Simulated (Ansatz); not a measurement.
C4H7F can be A, `C=CC(C)F`, or B, `CC1(F)CC1`.

Computed with Ansatz on PBE0-D4/def2-TZVP structures; ΔE is electronic, products minus reactants. CBS: MP2 limit from def2 TZ/QZ plus the TZ coupled-cluster correction, frozen cores. DFT in def2-TZVPP. B3LYP here is the variant with VWN-RPA as its local correlation; programs differ in this. One conformer a species, not always the lowest.

A:

```xyz
12

C     1.0123    1.2190    1.1871
C    -0.0475    0.5089    0.8360
C    -0.0080   -0.7265   -0.0002
C    -0.7860   -0.5842   -1.2898
F     1.3034   -1.0553   -0.3091
H     2.0092    0.9239    0.8824
H     0.9129    2.1131    1.7905
H    -1.0437    0.8111    1.1507
H    -0.4080   -1.5679    0.5818
H    -0.7380   -1.5105   -1.8645
H    -1.8337   -0.3616   -1.0770
H    -0.3728    0.2300   -1.8880
```

B:

```xyz
12

C     1.363   -0.543   -0.191
C     0.032   -0.230    0.407
F    -0.113   -0.816    1.643
C    -1.212   -0.144   -0.400
C    -0.629    1.091    0.253
H     1.483   -1.621   -0.315
H     1.458   -0.070   -1.170
H     2.166   -0.174    0.451
H    -1.137   -0.253   -1.475
H    -2.110   -0.554    0.045
H    -0.151    1.838   -0.369
H    -1.150    1.477    1.120
```

Question: Which isomer does CCSD(T)/CBS put lower? Give the gap. (Best estimate.)

Answer: Computed: A, by 27.0 kJ/mol.

Question: Give E(B) − E(A) in kJ/mol with CCSD/def2-TZVPP, CCSD(T)/def2-SVP, MP2/def2-TZVPP, PBE0-D4, B2PLYP, BLYP-D4, B3LYP. (An estimate is asked.)

Answer: Ansatz gave: CCSD/def2-TZVPP 24.8, CCSD(T)/def2-SVP 20.4, MP2/def2-TZVPP 15.3, PBE0-D4 7.6, B2PLYP 27.5, BLYP-D4 37.2, B3LYP 30.4. None reverses the order clearly.

Question: Does the order hold for the free energy at 298.15 K (harmonic terms from PBE0-D4)? (Estimate.)

Answer: Computed: Yes: G(B) − G(A) = +30.4 kJ/mol, for one conformer each.

Largest T1 diagnostic: 0.011.

At CCSD(T), def2-SVP lies −6.5 kJ/mol from the extrapolated value and def2-TZVPP −1.4 kJ/mol. From BLYP to BHLYP (50 % exact exchange), in def2-TZVPP and without D4, E(B) − E(A) moves by −10.3 kJ/mol.
